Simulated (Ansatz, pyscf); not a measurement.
H₃Si–CH₂–Cl → H₃C–SiH₂–Cl, a concerted two-bond exchange on the singlet surface: C–Cl, H–Si broken, C–H, Cl–Si formed. Single points on ωB97X-D3(BJ)/def2-SVP structures (PySCF, gas phase). Wave-function energies: Ansatz (a first-principles code), frozen core, RHF or UHF references. In kJ/mol, from the reactant's lowest minimum found.

```json
[
 {"level": "PBE/def2-TZVP", "barrier": "206.19", "reaction energy": "-172.15"},
 {"level": "ωB97X-D3(BJ)/def2-TZVP", "barrier": "245.58", "reaction energy": "-180.14"},
 {"level": "CCSD(T)/cc-pV(D+d)Z", "barrier": "257.74", "reaction energy": "-163.96"},
 {"level": "CCSDT(Q)/cc-pV(D+d)Z", "barrier": "…", "reaction energy": "…"},
 {"level": "CCSD(T)/cc-pV(T+d)Z", "barrier": "245.02", "reaction energy": "-176.64"},
 {"level": "CCSD(T)/cc-pV(Q+d)Z", "barrier": "…", "reaction energy": "-178.96"}
]
```

**Question.** Some entries are withheld; supply them.

**Answer.** 
- CCSDT(Q)/cc-pV(D+d)Z, barrier: 254.35
- CCSDT(Q)/cc-pV(D+d)Z, reaction energy: -163.77
- CCSD(T)/cc-pV(Q+d)Z, barrier: 241.54

In cc-pV(D+d)Z, going from CCSD(T) to CCSDT(Q) shifts the barrier by -3.39 and the reaction energy by +0.19 kJ/mol. With HF in the quadruple-zeta basis and the correlation energy extrapolated as X⁻³ from X = 3, 4, CCSD(T) gives 239.56 and -180.82; adding the double-zeta shift gives ΔE‡ = 236.16 and ΔE = -180.63 kJ/mol, without core correlation, relativity or geometry relaxation at these levels. This is the saddle that the search found; another between the same sides may lie lower.
